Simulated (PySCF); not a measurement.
# CISD/STO-6G run of S2F2 (Thio-thionyl fluoride)

Aim: the vertical ionisation energy of S2F2 (Thio-thionyl fluoride) at CISD/STO-6G, from 2 runs. Input form: a Python script.

The calculation is run with PySCF 2.14.0.

8 further runs of the same task are left out: 8 set aside as unsound or not needed.

## 1. The structure to begin with

S2F2 has 4 atoms, charge 0, and is taken as a singlet. As SMILES, `FS(F)=S`. The coordinates come from a PBE0-D4/def2-TZVP relaxation.

Bond lengths: F1–S2 1.606 Å, S2–F3 1.606 Å, S2–S4 1.859 Å. Angles: F1–S2–F3 92.0°, F1–S2–S4 107.9°, F3–S2–S4 107.9°.

## 2. A single-point energy at CISD/STO-6G

Contents of job.py:

```python
from pyscf import gto, scf, ci

mol = gto.Mole()
mol.atom = '''
F        0.734930       0.336790       1.199050
S       -0.480890      -0.090070       0.240730
F        0.313460      -1.382440      -0.286190
S       -0.567510       1.135710      -1.153590
'''
mol.spin = 0
mol.max_memory = 1860
mol.basis = 'sto-6g'
mol.verbose = 3
mol.build()

mf = scf.RHF(mol)
mf.conv_tol = 1e-10
mf.kernel()
if not mf.converged:
    mf = mf.newton().run(mf.mo_coeff, mf.mo_occ)

cisd = ci.CISD(mf, frozen=12)
cisd.kernel()
e_tot = cisd.e_tot
print('E = %.10f Eh' % e_tot)
```

Started as:

```sh
$ OMP_NUM_THREADS=1 python job.py
```

Standard output:

```text
converged SCF energy = -990.069303806444
E(RCISD) = -990.1816228373893  E_corr = -0.1123190309456214
E = -990.1816228374 Eh
```

Run time: 1.4 s. Hardware: 1 thread of Arm Neoverse V1, shared host; peak memory 0.1 GiB.

## 3. The doublet cation, same level

Contents of calc.py:

```python
from pyscf import gto, ci

system = gto.M(
    atom='''
F      1.388816     0.636441     2.265876
S     -0.908750    -0.170208     0.454914
F      0.592354    -2.612433    -0.540821
S     -1.072438     2.146181    -2.179969
''',
    max_memory=1860,
    charge=1,
    verbose=3,
    spin=1,
    basis='sto-6g',
    unit='bohr',
)

myscf = system.UHF()
myscf.conv_tol = 1e-10
myscf.kernel()
if not myscf.converged:
    myscf = myscf.newton().run(myscf.mo_coeff, myscf.mo_occ)

cisd = ci.CISD(myscf, frozen=12)
cisd.kernel()
energy = cisd.e_tot
print(f'total energy: {energy:.8f} hartree')
```

Started as:

```sh
$ OMP_NUM_THREADS=1 python calc.py
```

Standard output:

```text
converged SCF energy = -989.892649347889  <S^2> = 0.75964648  2S+1 = 2.0096233
E(UCISD) = -990.005927377171  E_corr = -0.113278029281853
total energy: -990.00592738 hartree
```

It took 1.6 s on 1 thread of Arm Neoverse V1, shared host; peak memory 0.12 GiB.

## 4. Outcome

At CISD/STO-6G, 12 core orbitals frozen:

| quantity | value |
| --- | --- |
| singlet S2F2: total energy | -990.18162 Eh |
| singlet S2F2: dipole moment (Hartree–Fock density) | 2.42 D |
| singlet S2F2: HOMO energy (Hartree–Fock orbitals) | -5.79 eV |
| singlet S2F2: LUMO energy (Hartree–Fock orbitals) | 7.38 eV |
| singlet S2F2: HOMO–LUMO gap (Hartree–Fock orbitals) | 13.17 eV |
| singlet S2F2: correlation energy (12 core orbitals frozen) | -112.3 mEh |
| doublet cation: total energy | -990.00593 Eh |
| doublet cation: HOMO energy (Hartree–Fock orbitals) (highest over α and β) | -16.04 eV |
| doublet cation: LUMO energy (Hartree–Fock orbitals) (lowest over α and β) | -3.91 eV |
| doublet cation: correlation energy (12 core orbitals frozen) | -113.3 mEh |
| doublet cation: ⟨S²⟩ of the reference determinant | 0.760 |
| vertical ionisation energy (to the doublet cation) | 4.781 eV |

What this shows: The vertical ionisation energy comes to 4.78 eV (461 kJ/mol). In a minimal basis such a difference can be off by several eV, whatever the method. Mulliken charges (singlet S2F2) of the mean-field density run from -0.28 on S4 to +0.69 on S2.
